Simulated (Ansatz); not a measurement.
Input file:

```yaml
crystal:
  periodic: [false, false, false]
  atoms:
    - {symbol: N, position_ang: [0.000000, 0.000000, -0.472466]}
    - {symbol: Li, position_ang: [0.000000, 0.000000, 2.310492]}
    - {symbol: H, position_ang: [0.000000, 0.000000, -1.838027]}
basis:
  gaussian: {orbitals: 6-31G}
magnetization: {spin_polarized: false, initial_magnetization: 3}
correlation: {method: ccsdtq, electrons: outside_noble_gas}
```

```sh
$ ansatz run in.yaml --threads 1 --pin off --events-out ev --progress --plain --max-ram 2393MiB
```

The program prints:

```
432 factors; integrals over basis functions are off by at most 1.1e-7 eV
mean field evaluation 1: about -1695.5583 eV, gradient 7.3e0 eV
mean field evaluation 2: about -1695.5599 eV, gradient 7.3e0 eV
mean field evaluation 4: about -1696.0324 eV, gradient 1.1e0 eV
mean field evaluation 8: about -1696.0477 eV, gradient 4.5e-4 eV
mean field evaluation 16: about -1696.0288 eV, gradient 1.1e0 eV
mean field evaluation 32: about -1693.8785 eV, gradient 1.6e0 eV
mean field evaluation 64: about -1694.2009 eV, gradient 3.7e0 eV
mean field -1696.04766618 eV, -62.3286021098 hartree, gradient 3.1e-6 eV, S^2 3.750000; 2 other end points of the search recorded, 0 dependent functions left out
mean field evaluation 96: about -1696.3292 eV, gradient 1.3e-4 eV
determinant -1696.04766618 eV, -62.3286021098 hartree, with singles and doubles -1698.50848533 eV, -62.4190355456 hartree
determinant -1694.27244816 eV, -62.2633640507 hartree, with singles and doubles -1696.74523942 eV, -62.3542374533 hartree
determinant -1693.89508964 eV, -62.2494963810 hartree, with singles and doubles -1696.40140355 eV, -62.3416017181 hartree
2 core orbitals not correlated: weight in the atoms' cores, before any rotation towards them, 1.000 or more for the frozen orbitals, at most 0.000 for the correlated occupied ones
reference -1696.04766618 eV, -62.3286021098 hartree; 5, 2 occupied and 13, 16 virtual orbitals, 432 factors
second order -1.84665867 eV of doubles, -0.06180948 eV of singles
cycle   1  -2.23813093 eV  change   -3.3e-1 eV  update   5.6e-2
cycle   2  -2.47822582 eV  change   -2.4e-1 eV  update   2.9e-2
...
cycle  15  -2.52057848 eV  change   -4.7e-6 eV  update   1.3e-5
cycle  16  -2.52057762 eV  change    8.6e-7 eV  update   1.5e-5
cycle  17  -2.52057585 eV  change    1.8e-6 eV  update   7.3e-6
cycle  18  -2.52057546 eV  change    3.9e-7 eV  update   3.2e-6
cycle  19  -2.52057609 eV  change   -6.2e-7 eV  update   3.2e-6
cycle  20  -2.52057672 eV  change   -6.4e-7 eV  update   4.0e-6
cycle  21  -2.52057721 eV  change   -4.9e-7 eV  update   4.9e-6
cycle  22  -2.52057741 eV  change   -2.0e-7 eV  update   3.2e-6
cycle  23  -2.52057732 eV  change    9.6e-8 eV  update   1.3e-6
cycle  24  -2.52057730 eV  change    1.2e-8 eV  update   6.9e-7
Total energy: -1698.56824349 eV, -62.4212316172 hartree
```

For the same geometry and basis full CI lies 0.0 meV higher.

Ran on 1 thread of Arm Neoverse N1, shared host: 25 s wall, 0.17 GiB peak host memory.
